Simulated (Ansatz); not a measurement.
What does this script print? It uses Ansatz 0.2.0 through its Python package.

Script `pa_al2h4s.py`:
```python
"""Proton affinity of Al2H4S at one site."""

import logging
import sys

import ansatz as az
from ase import Atoms
import numpy as np

logging.basicConfig(stream=sys.stdout, format="%(levelname)s %(message)s")
logger = logging.getLogger("run")
logger.setLevel(logging.INFO)

BASIS_SET = "def2-SVP"
FUNCTIONAL = "pbe0"
CHARGE = 1
FORCE_TOL = 0.01

atoms = Atoms(["Al", "S", "Al", "H", "H", "H", "H"], positions=[
    [-1.3715, 0.2618, -0.7382],
    [-0.894, -1.005, 1.0218],
    [1.2664, -0.4367, 0.8519],
    [-1.2977, -0.2849, -2.2316],
    [-1.7978, 1.8338, -0.5402],
    [1.8505, 0.8566, 1.6453],
    [2.3055, -1.2936, -0.0549],
])
mol = az.Crystal.molecule_from_ase(atoms)

job = mol.calculation()
job = job.basis(gaussian=BASIS_SET).functional(FUNCTIONAL)
job = job.accuracy("medium")
symbols = [site.symbol for site in mol.cartesian_sites]
start = np.array([site.position_ang for site in mol.cartesian_sites], dtype=float)
report = job.relax(force_tolerance=0.01).run(threads=1, backend="cpu").report
end = np.array(report["positions_ang"])

# put the proton on the side away from the neighbours, slightly off axis
away = sum((end[1] - end[j]) / np.linalg.norm(end[1] - end[j]) for j in [0, 2]) + np.array([0.15, 0.1, -0.2])
proton = end[1] + 1.4 * away / np.linalg.norm(away)
acid = az.Crystal.molecule()
for symbol, place in zip(symbols, end):
    acid = acid.atom(symbol, place.tolist())
acid = acid.atom("H", proton.tolist())
protonated = (
    acid.calculation()
    .basis(gaussian=BASIS_SET)
    .functional(FUNCTIONAL)
    .accuracy("medium")
    .charge(CHARGE)
    .relax(force_tolerance=FORCE_TOL, max_steps=80)
)
after = protonated.run(threads=1, backend="cpu").report
xyz = np.array(after["positions_ang"])
reach = np.linalg.norm(xyz[:-1] - xyz[-1], axis=1)
logger.info(f"base {report['free_energy_ev']:.5f} eV, protonated {after['free_energy_ev']:.5f} eV")
logger.info(f"the proton ends {reach.min():.3f} A from {symbols[reach.argmin()]}{reach.argmin()}")
logger.info(f"electronic proton affinity {(report['free_energy_ev'] - after['free_energy_ev']):.3f} eV")
```

```console
$ python pa_al2h4s.py
INFO base -24078.10104 eV, protonated -24086.50037 eV
INFO the proton ends 1.354 A from S1
INFO electronic proton affinity 8.399 eV
```

What to keep in mind:
- The settings weren't tested for convergence.
- The proton is put on one chosen atom, which needn't be the most basic site, so the molecule's proton affinity can be higher; the ends are stationary points, not checked by frequencies, and zero-point and thermal terms count only where printed.
- The whole script took 54 s on 1 thread of AMD EPYC 7B13 (Zen 3), on a shared host, peak memory 0.24 GiB.
